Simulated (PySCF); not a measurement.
NO2, charge -1, multiplicity 1.

```xyz
3

O      0.0000     1.0699     0.2020
N      0.0000     0.0000    -0.4616
O      0.0000    -1.0699     0.2020
```
Charge -1, spin multiplicity 1.

Coordinates come from a r2SCAN-D4/def2-TZVPD optimisation. The spin state was assumed, not searched. The isomer is the one that the SMILES or the coordinates give; other isomers of the formula were not compared.

Level of theory: PBE/pcSseg-2 (PySCF). Non-relativistic, no solvent.

Q: Give the absolute GIAO shielding of each atom: isotropic value and principal components (ppm). (Estimate from the structure and the level; the computed values follow.)

A: 
| atom | σ(iso) | σ11 | σ22 | σ33 | span |
|---|---|---|---|---|---|
| O1 | -444.8 | -1023.9 | -425.1 | 114.5 | 1138.4 |
| N2 | -400.4 | -962.2 | -278.5 | 39.5 | 1001.7 |
| O3 | -444.8 | -1023.9 | -425.1 | 114.5 | 1138.4 |
